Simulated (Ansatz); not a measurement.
Reaction (SMILES): [CH]=CC#N → N#CC=[CH-] (an electron is taken up)
B3LYP-D3(BJ)/def2-TZVP geometries, fixed; electronic energies without zero-point terms; positive where energy is released.

Effect of the final integration grid (spheres per factor e of radius in core and valence, angular degree) at PBE0/def2-TZVPP with Ansatz (a quantum-chemistry and plane-wave program), against the last row, where the adiabatic electron affinity is 1.64 eV. Open shells are unrestricted. The default's grid is 13, 11, 36.

| setting | largest shift of a total energy (mEh) | shift of the adiabatic electron affinity (eV) |
|---|---|---|
| accuracy: medium (default) | 0.000 | 0.000 |
| final_grid: 4, 3, 11 | 1.100 | 0.027 |
| final_grid: 6, 5, 17 | 0.072 | 0.000 |
| final_grid: 8, 7, 23 | -0.006 | 0.000 |
| final_grid: 10, 9, 29 | 0.001 | 0.000 |
| final_grid: 18, 15, 47 | 0.000 | 0.000 |
| final_grid: 26, 22, 59 | 0.000 | 0.000 |

Within 0.002 eV in the adiabatic electron affinity: accuracy: medium (default); final_grid: 6, 5, 17; final_grid: 8, 7, 23; final_grid: 10, 9, 29; final_grid: 18, 15, 47. The largest shift is 1.100 mEh in a total energy and 0.027 eV in the difference.
